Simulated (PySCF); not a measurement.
Ligands exchanged one at a time, B Cl-H. Isolated molecules, 0 K electronic values unless said otherwise. Strings in code marks are SMILES.

The HOMO–LUMO gap from two functionals at the same geometries (r2SCAN-D4/def2-TZVP), both in PySCF: PBE-D3(BJ)/def2-TZVP and r2SCAN-D4/def2-TZVP. 

```
species                            PBE-D3(BJ)/def2-TZVP (eV)  r2SCAN-D4/def2-TZVP (eV)
---------------------------------  -------------------------  ------------------------
0 of 3 Cl replaced by H                                 5.03                      5.66
1 of 3 Cl replaced by H (`ClBCl`)                       5.13                      5.79
2 of 3 Cl replaced by H (`BCl`)                         4.43                      5.12
3 of 3 Cl replaced by H (`B`)                           5.43                      6.29
```

Over these rows, drawn at random from the members with no instability flagged (it was tested for open shells, ions and some series alone), PBE minus r2SCAN-D4: mean -0.71 eV, from -0.86 eV to -0.63 eV.
